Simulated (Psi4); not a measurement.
**HCl (hydrogen chloride): HF/3-21G**

What is the vertical electron affinity of HCl (hydrogen chloride) at HF/3-21G? 

The calculation is run with Psi4 1.11.

**1. The structure to begin with**

HCl has 2 atoms, charge 0, and is taken as a singlet. As SMILES, `Cl`. Geometry: relaxed at PBE0-D4/def2-TZVP.

Bond lengths: Cl1–H2 1.279 Å.

**2. Energy and forces at HF/3-21G**

Contents of job.in:

```
memory 1600 MB

molecule {
  0 1
  Cl     0.546000    -0.178500     0.280800
  H     -0.546000     0.178500    -0.280800
  symmetry c1
}

set basis 3-21G
set puream true
set e_convergence 1e-09
set d_convergence 1e-08
set scf_type pk

result, w = gradient("scf", return_wfn=True)
oeprop(w, "QUADRUPOLE", "MAYER_INDICES", "DIPOLE", title="SCF")
print_variables()
```

Started as:

```sh
$ psi4 job.in job.out -n 1
```

job.out:

```text
[...]
  Running in c1 symmetry.
[...]
  Nuclear repulsion =    7.034776949773979
[...]
  Multiplicity = 1
[...]
  Nalpha       = 9
  Nbeta        = 9
[...]
    Number of basis functions: 15
[...]
   @RHF iter   1:  -457.84638374247965   -1.17044e-01   1.11528e-02 DIIS/ADIIS
[...]
   @RHF iter   8:  -457.86931159513131   -2.84217e-13   4.18269e-09 DIIS
[...]
    Orbital Energies [Eh]
    ---------------------
    Doubly Occupied:
       1A   -104.115076     2A    -10.512122     3A     -7.976261
       4A     -7.971321     5A     -7.971321     6A     -1.127837
       7A     -0.615920     8A     -0.479353     9A     -0.479353
[...]
  @RHF Final Energy:  -457.86931159513131
   => Energetics <=
    Nuclear Repulsion Energy =              7.0347769497739794
    One-Electron Energy =                -647.3110477193519046
    Two-Electron Energy =                 182.4069591744465981
    Total Energy =                       -457.8693115951313075
[...]
  -Total Gradient:
     Atom            X                  Y                   Z
    ------   -----------------  -----------------  -----------------
       1        0.000000000000    -0.000000000000    -0.008735316098
       2       -0.000000000000     0.000000000000     0.008735316098
[...]
 Multipole Moments:
 ------------------------------------------------------------------------------------
     Multipole            Electronic (a.u.)      Nuclear  (a.u.)        Total (a.u.)
 ------------------------------------------------------------------------------------
 L = 1.  Multiply by 2.5417464519 to convert [e a0] to [Debye]
 Dipole X            :          0.0000000            0.0000000            0.0000000
 Dipole Y            :          0.0000000           -0.0000000            0.0000000
 Dipole Z            :          0.4699276           -1.1980385           -0.7281109
 Magnitude           :                                                    0.7281109
 L = 2.  Multiply by 1.3450342976 to convert [e a0^2] to [Debye ang]
 Quadrupole XX       :        -10.4785794            0.0000000          -10.4785794
 Quadrupole XY       :         -0.0000000           -0.0000000           -0.0000000
[...]
```

Wall time 2.6 s (1 thread of Intel Xeon Platinum 8488C (Sapphire Rapids), shared host); peak memory 0.18 GiB.

**3. The doublet anion: the energy at UHF/3-21G**

Contents of clh.py:

```python
import psi4

psi4.set_memory(1600000000)
psi4.set_num_threads(1)
psi4.core.set_output_file('clh.out', False)

m = psi4.geometry("""
-1 2
Cl
H 1 1.278791
symmetry c1
""")

options = {'basis': '3-21G', 'reference': 'uhf', 'puream': True, 'e_convergence': 1e-09, 'd_convergence': 1e-08, 'scf_type': 'pk', 'maxiter': 200}
psi4.set_options(options)

E, wfn = psi4.energy('scf', return_wfn=True)
psi4.oeprop(wfn, 'DIPOLE', 'LOWDIN_CHARGES', 'MULLIKEN_CHARGES', title='SCF')
print(f'scf energy: {E:.10f} Eh')
```

Started as:

```sh
$ python clh.py
```

clh.out:

```text
[...]
  Running in c1 symmetry.
[...]
  Nuclear repulsion =    7.034779398189383
[...]
  Multiplicity = 2
[...]
  Nalpha       = 10
  Nbeta        = 9
[...]
    Number of basis functions: 15
[...]
   @UHF iter   1:  -457.69372490282865    3.56156e-02   1.30561e-02 DIIS/ADIIS
[...]
   @UHF iter  10:  -457.71719129507181   -5.68434e-13   7.42501e-09 DIIS
[...]
   @S^2 Observed:                7.512693747E-01
[...]
    Orbital Energies [Eh]
    ---------------------
    Alpha Occupied:
       1A   -103.768806     2A    -10.168175     3A     -7.634555
       4A     -7.626655     5A     -7.626655     6A     -0.812533
       7A     -0.338655     8A     -0.173252     9A     -0.173252
      10A      0.132810
    Alpha Virtual:
      11A      0.991371    12A      1.065342    13A      1.069770
      14A      1.069770    15A      1.433251
    Beta Occupied:
[...]
  @UHF Final Energy:  -457.71719129507181
   => Energetics <=
    Nuclear Repulsion Energy =              7.0347793981893831
    One-Electron Energy =                -653.1766405706136993
    Two-Electron Energy =                 188.4246698773525566
    Total Energy =                       -457.7171912950717569
  UHF NO Occupations:
  HONO-2 :    8  A 1.9998729
  HONO-1 :    9  A 1.9995712
[...]
 Multipole Moments:
 ------------------------------------------------------------------------------------
     Multipole            Electronic (a.u.)      Nuclear  (a.u.)        Total (a.u.)
 ------------------------------------------------------------------------------------
 L = 1.  Multiply by 2.5417464519 to convert [e a0] to [Debye]
 Dipole X            :         -0.0000000            0.0000000           -0.0000000
 Dipole Y            :         -0.0000000            0.0000000           -0.0000000
 Dipole Z            :         -1.7863941            1.1980381           -0.5883560
 Magnitude           :                                                    0.5883560
[...]
  Mulliken Charges: (a.u.)
   Center  Symbol    Alpha    Beta     Spin     Total
       1    CL     8.83141  8.75701  0.07440 -0.58841
       2     H     1.16859  0.24299  0.92560 -0.41159
   Total alpha = 10.00000, Total beta =  9.00000, Total charge = -1.00000
  Lowdin Charges: (a.u.)
   Center  Symbol    Alpha    Beta     Spin     Total
       1    CL     8.98320  8.67808  0.30511 -0.66128
       2     H     1.01680  0.32192  0.69489 -0.33872
  Total alpha = 10.00000, Total beta =  9.00000, Total charge = -1.00000
```

The script printed:

```text
scf energy: -457.7171912951 Eh
```

It took 2.6 s on 1 thread of Intel Xeon Platinum 8488C (Sapphire Rapids), shared host; peak memory 0.18 GiB.

**4. What came out**

At HF/3-21G:

| quantity | value |
| --- | --- |
| singlet HCl: total energy | -457.86931 Eh |
| singlet HCl: dipole moment | 1.85 D |
| singlet HCl: HOMO energy | -13.04 eV |
| singlet HCl: LUMO energy | 4.67 eV |
| singlet HCl: HOMO–LUMO gap | 17.72 eV |
| singlet HCl: largest force on an atom | 0.449 eV/Å |
| doublet anion: total energy | -457.71719 Eh |
| doublet anion: HOMO energy (highest over α and β) | 3.61 eV |
| doublet anion: LUMO energy (lowest over α and β) | 15.17 eV |
| doublet anion: ⟨S²⟩ | 0.751 |
| vertical electron affinity (to the doublet anion) | -4.139 eV |

What this shows: The anion lies 4.14 eV (399 kJ/mol) above the neutral: the electron isn't bound at this level, and such a value depends on the basis. Without diffuse functions anions come out too high. Hartree–Fock misses the correlation that binds many anions. The largest force (singlet HCl) is 0.45 eV/Å: the shape isn't a stationary point for this species at this level. The HOMO (doublet anion) lies at positive energy, 3.61 eV: the electron is unbound at this level or held by a compact basis; values depend on the basis.
